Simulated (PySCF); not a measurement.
Species: C₂H₂N₂OS.
Bonds: O1–C2, C2–N3 (aromatic), N3–N4 (aromatic), N4–C5 (aromatic), C5–S6 (aromatic), C2–S6 (aromatic). Hydrogens: H7 on O1; H8 on C5.

Method: PBE0/def2-SVP geometry optimisation, gas phase in PySCF; density fitting, grid level 1; the optimiser is geomeTRIC in internal coordinates, started from a GFN2-xTB structure.

Geometry at step 0:
```
atom  x, y, z in Å
O1      2.1132   -0.2262    0.4734
C2      0.7991   -0.2130    0.3793
N3      0.0898   -1.2318    0.0602
N4     -1.2116   -0.9886    0.0282
C5     -1.5328    0.2110    0.3182
S6     -0.1779    1.2439    0.6883
H7      2.4675    0.6361    0.7230
H8     -2.5381    0.5780    0.3398
```

Task: What forces act on the atoms?

Result: 
| atom | Fx (eV/Å) | Fy (eV/Å) | Fz (eV/Å) |
| --- | --- | --- | --- |
| O1 | 0.426 | -0.145 | -0.012 |
| C2 | -0.300 | 1.068 | 0.255 |
| N3 | 0.824 | -0.723 | -0.119 |
| N4 | -0.640 | -0.728 | -0.244 |
| C5 | 0.382 | 0.723 | 0.221 |
| S6 | 0.208 | -0.359 | -0.079 |
| H7 | -0.137 | -0.101 | -0.036 |
| H8 | -0.764 | 0.266 | 0.014 |

The largest, 1.14 eV/Å, acts on C2; the rms over all components is 0.470 eV/Å. The forces sum to zero within rounding, as they must for an isolated molecule in no field.

Task: Give the force on C2 in Eh/bohr and in nN.

Result: 1.138 eV/Å ÷ 51.422 = 0.02213 Eh/bohr, and 1.138 eV/Å × 1.602 = 1.82 nN.

Task: How far is this geometry from the end of the optimisation?

Result: 0.041 eV above it, and 0.015 Å rms away after alignment. The bonds farthest from their final lengths, with half the difference of the two atoms' forces along the bond (positive lengthens):

| bond | now (Å) | final (Å) | force along bond (eV/Å) |
| --- | --- | --- | --- |
| C2–S6 | 1.781 | 1.753 | -0.75 |
| C5–H8 | 1.070 | 1.091 | +0.46 |
| N3–N4 | 1.324 | 1.345 | +0.72 |
| N4–C5 | 1.275 | 1.291 | +0.61 |
| C2–N3 | 1.282 | 1.293 | +0.45 |
| O1–C2 | 1.318 | 1.327 | +0.36 |

The angle farthest from its final value is O1–C2–N3, 124.2° against 122.1°.

Of the 5 listed bonds off by 0.010 Å or more, this force points towards the final length in 5.

What follows is the cost of the whole optimisation. Time: 18 s; peak memory 0.49 GiB. Hardware: one thread, Arm Neoverse N1 (aarch64), no GPU, on a shared host.
